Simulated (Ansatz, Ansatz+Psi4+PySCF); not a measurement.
| atom | x (Å) | y (Å) | z (Å) |
| --- | --- | --- | --- |
| O | -0.4820 | 0.5780 | 0.3481 |
| O | 0.5746 | -0.0492 | -0.4028 |
| O | 0.8075 | 0.3711 | 0.9547 |

Basis set: cc-pVTZ (spherical functions). Left uncorrelated: 3 orbitals. Charge 0, multiplicity 1.

Computed with Ansatz (development build ahead of 0.2.0); each method stands on the lowest determinant of its kind that the runs found. Restricted open shells among the atoms or ions are ROHF, correlated in semicanonical orbitals with singles.

Question: Give the atomization energy at this shape (free ground-state atoms in the same class of orbitals less the molecule, no zero-point energy) of singlet O3 by RHF-CCSD(T), RHF-CCSD, UHF-CCSD(T), UHF-CCSD, RHF-MP2, UHF-MP2, UHF.

Answer:

| method | atomization energy |
| --- | --- |
| RHF-CCSD(T) | 436.7 kJ/mol |
| RHF-CCSD | 362.9 kJ/mol |
| UHF-CCSD(T) | 434.6 kJ/mol |
| UHF-CCSD | 360.0 kJ/mol |
| RHF-MP2 | 516.9 kJ/mol |
| UHF-MP2 | 457.8 kJ/mol |
| UHF | -282.7 kJ/mol |

Caution for UHF-CCSD(T), UHF-CCSD, UHF-MP2: large amplitudes, a single reference is doubtful. Caution for UHF-CCSD(T), UHF-CCSD, UHF-MP2, UHF: the unrestricted determinant is spin contaminated. Caution for UHF-MP2: another reference gives a lower total. Caution for UHF: the molecule lies well above its atoms at this level.
